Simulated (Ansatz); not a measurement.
# CH6BN: the cost of one run

All numbers below are computed with Ansatz 0.2.0 (RKS PBE0-D4/def2-mTZVP).

**1. Starting point**

Bond lengths: B1–N3 1.750 Å, N3–H4 1.060 Å, N3–H5 1.060 Å, B1–C6 1.600 Å, C6–H7 1.110 Å, C6–H8 1.110 Å, C6–H9 1.110 Å. Angles: B1–N3–H4 114.3°, B1–N3–H5 113.3°, H4–N3–H5 120.0°, N3–B1–C6 156.2°, B1–C6–H7 109.5°, B1–C6–H8 109.5°, B1–C6–H9 109.5°, H7–C6–H8 109.4°, H7–C6–H9 109.4°, H8–C6–H9 109.4°.

Structure file:

```xyz
9

B     0.0000    0.0000    0.0000
H     0.6850    0.0000    1.2095
N     1.7396    0.0000    0.1903
H     2.2062   -0.9179   -0.0615
H     2.1910    0.9179   -0.0879
C    -1.3856    0.0000   -0.8000
H    -1.9458   -0.9305   -0.5708
H    -1.9898    0.8797   -0.4946
H    -1.1839    0.0508   -1.8903
```

**2. Pulling towards end A**

Springs on the bonds that form and break draw the guess towards this end; the thresholds are loose.

File input.yaml:

```yaml
crystal:
  periodic: [false, false, false]
  atoms:
    - { symbol: B, position_ang: [0.0, 0.0, 0.0] }
    - { symbol: H, position_ang: [0.685, 0.0, 1.2095] }
    - { symbol: "N", position_ang: [1.7396, 0.0, 0.1903] }
    - { symbol: H, position_ang: [2.2062, -0.9179, -0.0615] }
    - { symbol: H, position_ang: [2.191, 0.9179, -0.0879] }
    - { symbol: C, position_ang: [-1.3856, 0.0, -0.8] }
    - { symbol: H, position_ang: [-1.9458, -0.9305, -0.5708] }
    - { symbol: H, position_ang: [-1.9898, 0.8797, -0.4946] }
    - { symbol: H, position_ang: [-1.1839, 0.0508, -1.8903] }
basis:
  gaussian: { orbitals: def2-mTZVP }
hamiltonian:
  xc: pbe0
  dispersion: d4
relax:
  f_tol: 0.15
  max_steps: 25
  restrain:
    - { distance: [1, 2], at: 2.26, k: 30.0 }
    - { distance: [0, 1], at: 1.19, k: 30.0 }
    - { distance: [0, 2], at: 1.55, k: 30.0 }
```

Launch:

```sh
$ ansatz run input.yaml --threads 1 --pin off --max-ram 2048MiB --backend cpu --events-out ev --progress --plain --runs-dir out
```

Q: Estimate wall time and peak memory on 1 thread of Arm Neoverse V1, shared host.

About 39 s, with a peak of 0.13 GiB.
